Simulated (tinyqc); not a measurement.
Orbital energy against energy difference: ionisation energy by orbital energies and by energy differences in the 6-31g* basis, for H2O, spin multiplicity 1. Computed by the program tinyqc with PySCF. The cation is unrestricted; errors are against CCSD(T) in this basis, not against experiment.

Geometry (angstrom):
```
atom       x        y       z
O     0.0000   0.0000  0.0000
H     0.0000   0.6950  0.5600
H     0.0000  -0.6950  0.5600
```

CCSD(T) difference in the same basis = 12.3112 eV

IP-EOM-CCSD = 12.1362 eV

First vertical ionisation energy (eV):
```
method     -e(HOMO)  E(cation) - E  error of -e(HOMO)  error of the difference
HF           13.706       11.16274              1.395                   -1.148
LDA           6.459       13.01514             -5.852                    0.704
B3LYP         8.086       12.70643             -4.225                    0.395
PBE0          8.460       12.58944             -3.851                    0.278
CAM-B3LYP     9.984       12.70502             -2.327                    0.394
LC-wPBE      11.451       12.75097             -0.860                    0.440
```

Estimate the missing row, method = PBE.

Computed row:
```
method  -e(HOMO)  E(cation) - E  error of -e(HOMO)  error of the difference
PBE        6.357       12.65850             -5.954                    0.347
```

Koopmans errs by +1.40 eV and Delta-HF by -1.15 eV: relaxation, 2.54 eV, lowers the value and the missing correlation difference works against it. The PBE level is off by -6.0 eV through the wrong tail of its potential, though its energy difference is off by +0.35 eV; exact exchange deepens the level, and among the orbital energies LC-wPBE comes closest; among the differences PBE0 does.
